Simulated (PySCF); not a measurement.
An unknown is described by computed data only.

Formula: C5H7; charge +1.

| Quantity | Value |
| --- | --- |
| Rotational structure | rotational constants A, B, C: 8.664, 3.904, 2.783 GHz [PBE0-D3(BJ)/def2-SVP] |
| Valence photoelectron | vertical ionisation energy: 16.34 eV [ΔSCF B3LYP/def2-SVPD] |
| 13C NMR | chemical shifts (computed TMS as zero) by class: 265.4 (1 C), 203.5 (1 C), 108.5 (1 C), 51.9 (2 C) ppm [GIAO KT2/pcSseg-2] |
| 1H NMR | chemical shifts (computed TMS as zero) by class: 10.80 (1 H), 3.90 (6 H) ppm [GIAO KT2/pcSseg-2] |
| Triplet | lowest triplet excitation (Tamm–Dancoff): 2.62 eV [TDA B3LYP/def2-SVPD] |
| UV, first state | lowest singlet excitation: 2.95 eV (420 nm, f = 0.000) [TDDFT B3LYP/def2-SVPD] |
| Polarisability | 58.3 au [B3LYP/def2-SVPD] |
| UV, strongest line | among the 10 lowest singlet transitions: S8 at 8.02 eV (155 nm, f = 0.218) [TDDFT B3LYP/def2-SVPD] |
| Couplings | largest of the computed one-bond spin–spin couplings (means over like bonds): 13C–1H +303.5, 13C–13C +191.8, 13C–1H +142.6 (×6), 13C–13C +93.3, 13C–13C +37.0 (×2) Hz [B3LYP/pcJ-1, spin–dipole term left out] |

The electronic properties come from PySCF, for the isolated species, density fitting. Levels stand in brackets. Geometry: PBE0-D3(BJ)/def2-SVP; no solvent, vibrations or thermal averaging. Each NMR value is the plain mean over a class of atoms that symmetry, rotation or inversion makes alike.

Q: Give a SMILES that accounts for the data.

A: Numbering: `[CH:1]#[C:2][C+:3]([CH3:4])[CH3:5]`. 5 carbons fall into 4 classes; from least to most shielded: carbon bonded to 3 C [C3] (265.4 ppm), carbon bonded to C and H [C1] (203.5 ppm), carbon bonded to 2 C [C2] (108.5 ppm), methyl carbon [C4/C5] (51.9 ppm, 2 C). Hydrogen classes from least to most shielded: 1 H on a carbon bonded to C and H, C1 (10.80 ppm), 6 H on 2 methyl carbons, C4/C5 (3.90 ppm, a mean of values up to 0.8 ppm apart in this geometry). The couplings run between: +303.5 Hz, carbon bonded to C and H [C1] and its hydrogen; +191.8 Hz, carbon bonded to C and H [C1] and carbon bonded to 2 C [C2]; +142.6 Hz, methyl carbon [C4] and its hydrogen (with 5 like pairs); +93.3 Hz, carbon bonded to 2 C [C2] and carbon bonded to 3 C [C3]; +37.0 Hz, carbon bonded to 3 C [C3] and methyl carbon [C4] (with 1 like pair). S1 is mainly HOMO→LUMO (weight 1.00); the largest Löwdin shares of the orbital it empties are 0.44 on the carbon bonded to C and H, 0.39 on the carbon bonded to 2 C and 0.05 on the carbon bonded to 3 C, of the orbital it fills 0.37 on the carbon bonded to 3 C, 0.24 on the carbon bonded to C and H and 0.12 on the carbon bonded to 2 C. The optimised geometry has point group C2 and is an asymmetric top. Structure: `C#C[C+](C)C`. Computed isomers that give other values at the same levels: `C1=CCC[CH+]1` (rotational constant A: 8.095 GHz; this holds for the one conformer computed). The assignments are read from this structure; whether some other isomer fits the data as well wasn't checked.
